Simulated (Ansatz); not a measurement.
Geometry optimisation, RKS B3LYP/def2-SVP in Ansatz.

Input:

```yaml
crystal:
  periodic: [false, false, false]
  atoms:
    - { symbol: Al, position_ang: [0.054438, -0.506169, -0.475743] }
    - { symbol: F, position_ang: [-0.028733, -0.060859, 2.367741] }
    - { symbol: H, position_ang: [1.382331, 0.318627, -0.667501] }
    - { symbol: H, position_ang: [-1.382167, -0.066568, -0.959371] }
    - { symbol: S, position_ang: [0.336125, -2.580875, 0.352755] }
    - { symbol: H, position_ang: [-0.946532, -2.983983, 0.166817] }
    - { symbol: H, position_ang: [0.093938, -0.984173, 2.389002] }
basis:
  gaussian: { orbitals: def2-SVP }
hamiltonian:
  xc: b3lyp
relax:
  f_tol: 0.03
  max_steps: 50
```

Command:

```bash
$ ansatz run input.yaml --threads 2 --pin off --max-ram 3072MiB --backend cpu --events-out ev --progress --plain --runs-dir out
```

Where does it end, and by what steps?

It converged. After 11 steps the energy has fallen by 0.407 eV; H7 moved furthest, 0.61 Å. Joined: Al1–F2 (2.88 → 1.97 Å).

```json
{"step": "0", "energy less start (eV)": "0.0000", "largest force component (eV/Å)": "0.421", "accepted": "yes"}
{"step": "1", "energy less start (eV)": "-0.1260", "largest force component (eV/Å)": "0.404", "accepted": "yes"}
{"step": "2", "energy less start (eV)": "-0.2283", "largest force component (eV/Å)": "0.533", "accepted": "yes"}
{"step": "3", "energy less start (eV)": "-0.3639", "largest force component (eV/Å)": "0.477", "accepted": "yes"}
{"step": "4", "energy less start (eV)": "-0.3470", "largest force component (eV/Å)": "0.772", "accepted": "no"}
{"step": "5", "energy less start (eV)": "-0.3917", "largest force component (eV/Å)": "0.305", "accepted": "yes"}
{"step": "6", "energy less start (eV)": "-0.4028", "largest force component (eV/Å)": "0.149", "accepted": "yes"}
{"step": "7", "energy less start (eV)": "-0.4054", "largest force component (eV/Å)": "0.082", "accepted": "yes"}
{"step": "8", "energy less start (eV)": "-0.4060", "largest force component (eV/Å)": "0.044", "accepted": "yes"}
{"step": "9", "energy less start (eV)": "-0.4064", "largest force component (eV/Å)": "0.054", "accepted": "yes"}
{"step": "10", "energy less start (eV)": "-0.4065", "largest force component (eV/Å)": "0.038", "accepted": "yes"}
{"step": "11", "energy less start (eV)": "-0.4066", "largest force component (eV/Å)": "0.006", "accepted": "yes"}
```

```xyz
7
Properties=species:S:1:pos:R:3
Al 0.067 -0.350 -0.143
F -0.105 -0.166 1.810
H 1.425 0.353 -0.522
H -1.361 -0.044 -0.740
S 0.366 -2.562 0.535
H -0.939 -2.906 0.418
H 0.056 -1.188 1.815
```

Whether the end is a true minimum wasn't checked by a vibrational analysis.

The run took 17 s on 2 threads of Arm Neoverse V1, with other jobs on the host, peak memory 0.14 GiB.
